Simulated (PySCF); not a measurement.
**AlH₂⁺, singlet: computed properties**

Level of theory: PySCF, PBE0, basis Al def2-TZVP, H def2-TZVP (no relativity, density fitting).

The structure is a minimum.

Coordinates in bohr (charge 1 multiplicity 1):
```
Al    0.0000    0.0000    0.0000
H     0.0000    0.0000    2.9361
H     0.0000    0.0000   -2.9361
```

```
Point group                                                                   : D∞h
Bond lengths                                                                  : Al–H 1.554 Å (×2)
Bond angles                                                                   : H–Al–H 180.0°
Entropy at 298.15 K and 1 bar                                                 : 191.9 J/(mol K)
Dipole moment about the centre of mass                                        : 0.00 D
Rotational symmetry number                                                    : 2
Principal quadrupole moments (Buckingham, traceless) about the centre of mass : -2.99, 1.49, 1.49 D Å
Rotational constants                                                          : 3.465 cm⁻¹
Highest occupied level                                                        : -16.16 eV
Zero-point energy                                                             : 31.3 kJ/mol
Principal polarisabilities                                                    : 17.5, 17.5, 26.0 bohr³
Lowest empty level                                                            : -8.12 eV
Heat capacity Cp at 298.15 K                                                  : 38.6 J/(mol K)
Enthalpy at 298.15 K above 0 K                                                : 9.66 kJ/mol
```

Harmonic modes (masses in u: Al 26.982, H 1.008):
| symmetry | ω (cm⁻¹) | IR (km/mol, summed over degenerate members) | type |
| --- | --- | --- | --- |
| πu | 554 | 296 | bend |
| σg+ | 2017 | 0.0 | stretch |
| σu+ | 2110 | 0.3 | stretch |

In D∞h the vibrations span πu + σg+ + σu+. The σg+ mode carries no infrared intensity, as symmetry demands. With a centre of inversion only u modes can be infrared active and only g modes Raman active.

Charges (e):
| atom | Mulliken | Löwdin | polar tensor | Mayer order to Al1 |
| --- | --- | --- | --- | --- |
| Al1 | 0.76 | 1.08 | 1.29 | – |
| H2,3 | 0.12 | -0.04 | -0.15 | 0.93 |

Mulliken populations on Al1: s 5.29, p 6.85, d 0.07, f 0.02.

Counting electrons, aluminium keeps none of its valence electrons outside its bonds, so the VSEPR class is AX2 and the expected shape is linear (D∞h), as computed.

This need not be the most stable arrangement of these atoms.

The final relaxation and frequency run took about 7 core-seconds on a shared host.
